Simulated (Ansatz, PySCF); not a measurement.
Species: HO, charge -1, multiplicity 1. 
Coordinates optimised at B3LYP-D3(BJ)/def2-TZVP (Ansatz, an electronic-structure program):
```
O
H 1 0.9702
```
Charge -1, spin multiplicity 1.

Total electronic energies in hartree. Cores are frozen in the correlated levels unless marked. No spin-orbit coupling. Non-relativistic. CBS marks a two-point X^-3 extrapolation of the correlation energy; Hartree-Fock from the larger set.

```
level                                  program  energy (Eh)
-------------------------------------  -------  -----------
HF/6-31G*                               Ansatz    -75.32655
HF/cc-pVQZ                              Ansatz    -75.40124
BP86/def2-TZVPD                          PySCF   (withheld)
B97M-V/def2-TZVPD                       Ansatz    -75.80457
PBE0/def2-TZVPD                         Ansatz    -75.74663
RPA@PBE/cc-pVTZ                         Ansatz   (withheld)
MP2/aug-cc-pVTZ                         Ansatz    -75.70228
RI-MP2/aug-cc-pVTZ                      Ansatz    -75.70216
RI-MP2/def2-TZVPP                       Ansatz    -75.66837
SCS-MP2/cc-pVTZ                         Ansatz    -75.64265
SCS-MP2/def2-QZVPPD                     Ansatz    -75.71688
SCS-MP2/cc-pV5Z                         Ansatz    -75.71655
CCSD/cc-pwCVTZ                          Ansatz    -75.65500
CCSD(T) with core electrons/cc-pwCVTZ   Ansatz    -75.71618
CCSD(T)/CBS(aug-cc-pVTZ,aug-cc-pVQZ)    Ansatz     -75.7421
```

Problem. Complete the blanks.

Solution. 
- BP86/def2-TZVPD, energy (Eh): -75.84237
- RPA@PBE/cc-pVTZ, energy (Eh): -75.77067
